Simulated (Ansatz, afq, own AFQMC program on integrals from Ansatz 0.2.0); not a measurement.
## B₂H₂⁺, quartet: AFQMC among the cluster methods

```xyz
4

B     0.0000    0.0000    0.6756
B     0.0000    0.0000   -0.9095
H     0.0000    1.0479    1.2540
H     0.0000   -1.0479    1.2540
```

Connectivity, by distances: BH2–B.

Basis cc-pVTZ. Only valence electrons are correlated. Ansatz 0.2.0 and our own AFQMC program on the same integrals; the CISD trial comes from CCSD amplitudes, and released means the phaseless constraint is let go. Uncertainties: one standard error, sampling alone.

Determinant: UHF, the one that the program's search chose, which needn't be the lowest solution. The geometry is a PBE0/def2-TZVP stationary point of this or a neighbouring charge and spin state.

No full CI on the walks' own integrals is used here; CCSDT(Q) serves as the reference and is uncertain by about the last step of the cluster series.

Cautions: another spin lies lower (by 3.59 eV); the search met a lower determinant of the same kind, perhaps of another symmetry (130 meV lower), and this one is a saddle point; the released energies are still falling, so no released level is given (meV from the phaseless value at times in 1/Eh: -6 ± 4 at 0.24, -17 ± 3 at 0.51, -27 ± 5 at 0.99, -31 ± 3 at 1.62, -33 ± 3 at 2.40).

The T1 diagnostic is 0.0257. The weight of the determinant in the CISD state is 0.904. The ⟨S²⟩ of the determinant is 3.778 and the size of the correlated space is 7 electrons in 86 orbitals.

Reference: CCSDT(Q), correlation energy -4.270 eV.

| level | E − E(reference) (kJ/mol) | share of correlation (%) |
| --- | --- | --- |
| HF | 412.0 | 0.00 |
| MP2 | 96.5 | 76.58 |
| CCSD | 19.4 | 95.30 |
| CCSD(T) | 4.2 | 98.99 |
| CCSDT | 0.7 | 99.83 |
| ph-AFQMC/HF | 15.2 ± 2.0 | 96.30 |
| ph-AFQMC/CISD | 4.2 ± 0.4 | 98.99 |

A walk keeps the symmetry of its determinant, which the program's search chose and which needn't be the lowest solution, so a lower state of the same spin and another symmetry isn't excluded.
